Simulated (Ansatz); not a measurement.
The input, for Ansatz 0.2.0:

```yaml
crystal:
  periodic: [false, false, false]
  atoms:
    - {symbol: B, position_ang: [0.000000, -0.449484, 1.928752]}
    - {symbol: C, position_ang: [0.000000, 0.465571, 0.769072]}
    - {symbol: Cl, position_ang: [0.000000, -0.064811, -0.871300]}
    - {symbol: H, position_ang: [0.000000, 1.552953, 0.795047]}
basis:
  gaussian: {orbitals: cc-pVDZ}
magnetization: {spin_polarized: true, initial_magnetization: 1}
correlation: {method: ccsdt_q, electrons: outside_noble_gas}
```

```sh
$ ansatz run in.yaml --threads 1 --pin off --events-out ev --progress --plain --max-ram 2393MiB
```

Problem. Roughly how long does this take on 1 thread of Intel Xeon Platinum 8488C, shared host, and how much host memory?

Solution. 76 s wall and 0.77 GiB.

```
975 factors; integrals over basis functions are off by at most 2.4e-7 eV
mean field evaluation 1: about -14216.3833 eV, gradient 1.0e1 eV
mean field evaluation 2: about -14216.4500 eV, gradient 1.0e1 eV
mean field evaluation 4: about -14217.5374 eV, gradient 1.4e0 eV
mean field evaluation 8: about -14217.5963 eV, gradient 1.5e-1 eV
mean field evaluation 16: about -14217.7731 eV, gradient 1.3e-2 eV
mean field evaluation 32: about -14217.5974 eV, gradient 8.9e-2 eV
mean field evaluation 64: about -14217.7589 eV, gradient 6.9e-3 eV
mean field evaluation 96: about -14217.8025 eV, gradient 2.6e-6 eV
mean field evaluation 128: about -14217.0377 eV, gradient 1.4e-2 eV
mean field evaluation 160: about -14217.7411 eV, gradient 7.9e-1 eV
...
cycle  18  -9.60739344 eV  change    8.2e-6 eV  update   1.8e-5
cycle  19  -9.60737252 eV  change    2.1e-5 eV  update   1.0e-5
cycle  20  -9.60735076 eV  change    2.2e-5 eV  update   6.3e-6
cycle  21  -9.60734100 eV  change    9.8e-6 eV  update   3.4e-6
cycle  22  -9.60733778 eV  change    3.2e-6 eV  update   1.9e-6
cycle  23  -9.60733578 eV  change    2.0e-6 eV  update   1.3e-6
cycle  24  -9.60733519 eV  change    5.9e-7 eV  update   9.0e-7
cycle  25  -9.60733610 eV  change   -9.1e-7 eV  update   6.7e-7
cycle  26  -9.60733701 eV  change   -9.1e-7 eV  update   4.7e-7
cycle  27  -9.60733782 eV  change   -8.1e-7 eV  update   2.8e-7
perturbative correction -0.03210231 eV, -0.0011797380 hartree
Total energy: -14227.44191591 eV, -522.8488467030 hartree
```
